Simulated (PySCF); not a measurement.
Species: C4H4F2.
Atom-mapped SMILES: `[F:1][C:2]1=[C:3]([F:4])[CH2:5][CH2:6]1` (hydrogens: H7, H8 on C5; H9, H10 on C6)

The same species was optimised twice, with GFN2-xTB and with PBE0-D3(BJ)/def2-SVP (PySCF), and the same property calculations (PySCF, gas phase) were run on both structures.

| coordinate | GFN2-xTB | PBE0-D3(BJ)/def2-SVP | change |
| --- | --- | --- | --- |
| C3–F4 (Å) | 1.334 | 1.316 | -0.018 |
| F1–C2 (Å) | 1.334 | 1.316 | -0.018 |
| C2=C3 (Å) | 1.325 | 1.336 | +0.011 |
| C5–C6 (Å) | 1.554 | 1.564 | +0.010 |
| C3–C5 (Å) | 1.504 | 1.498 | -0.006 |
| C2–C6 (Å) | 1.504 | 1.498 | -0.006 |
| C2–C3–F4 (°) | 135.6 | 135.3 | -0.3 |
| F4–C3–C5 (°) | 130.0 | 130.3 | +0.3 |
| F1–C2–C6 (°) | 130.0 | 130.3 | +0.3 |
| F1–C2–C3 (°) | 135.6 | 135.4 | -0.2 |
| C3–C2–C6 (°) | 94.4 | 94.3 | -0.1 |
| C2–C6–C5 (°) | 85.6 | 85.7 | +0.1 |
| C2–C3–C5 (°) | 94.4 | 94.4 | 0.0 |
| C3–C5–C6 (°) | 85.6 | 85.6 | 0.0 |

Rotational constants: A = 4842, B = 3782, C = 2182 MHz (GFN2-xTB) against A = 4871, B = 3812, C = 2199 MHz (PBE0-D3(BJ)/def2-SVP). Point groups within 0.08 Å: C2v and C2v.

On the GFN2-xTB structure: lowest singlet, TDDFT (eV) 6.51 [PBE0/def2-SVPD]; lowest triplet, Tamm–Dancoff (eV) 4.71 [PBE0/def2-SVPD]; isotropic polarisability (au) 46.1 [PBE0/def2-SVPD]; HOMO (eV) -7.24 [PBE0/def2-SVPD]; LUMO (eV) 0.67 [PBE0/def2-SVPD]; dipole (D) 2.43 [PBE0/def2-SVPD]; HOMO (eV) -7.14 [PBE0/pcSseg-1]; LUMO (eV) 0.96 [PBE0/pcSseg-1]; dipole (D) 2.35 [PBE0/pcSseg-1]; GIAO shielding of F1/F4 (mean) (ppm) 290.1 [PBE0/pcSseg-1]; GIAO shielding of C2/C3 (mean) (ppm) 53.8 [PBE0/pcSseg-1]; GIAO shielding of C5/C6 (mean) (ppm) 161.2 [PBE0/pcSseg-1].

Task: What do these properties become on the PBE0-D3(BJ)/def2-SVP structure?

Result: 
```csv
property,level,on GFN2-xTB,on PBE0-D3(BJ)/def2-SVP,change
"lowest singlet, TDDFT (eV)",PBE0/def2-SVPD,6.51,6.43,-0.08
"lowest triplet, Tamm–Dancoff (eV)",PBE0/def2-SVPD,4.71,4.58,-0.13
isotropic polarisability (au),PBE0/def2-SVPD,46.1,46.6,+0.5
HOMO (eV),PBE0/def2-SVPD,-7.24,-7.10,+0.14
LUMO (eV),PBE0/def2-SVPD,0.67,0.69,+0.02
dipole (D),PBE0/def2-SVPD,2.43,2.28,-0.15
"energy, GFN2-xTB geometry as zero (kcal/mol)",PBE0/def2-SVPD,0.0,-0.6,-0.6
HOMO (eV),PBE0/pcSseg-1,-7.14,-7.00,+0.14
LUMO (eV),PBE0/pcSseg-1,0.96,0.94,-0.02
dipole (D),PBE0/pcSseg-1,2.35,2.20,-0.15
"energy, GFN2-xTB geometry as zero (kcal/mol)",PBE0/pcSseg-1,0.0,-0.2,-0.2
GIAO shielding of F1/F4 (mean) (ppm),PBE0/pcSseg-1,290.1,294.0,+3.9
GIAO shielding of C2/C3 (mean) (ppm),PBE0/pcSseg-1,53.8,54.2,+0.4
GIAO shielding of C5/C6 (mean) (ppm),PBE0/pcSseg-1,161.2,159.2,-2.0
```

The heavy atoms differ by 0.010 Å rms after alignment. Among bonds between heavy atoms F1–C2 and C3–F4 change most and about equally (-0.018 Å). Changes are differences of the printed values. Neither structure is proved a minimum here.
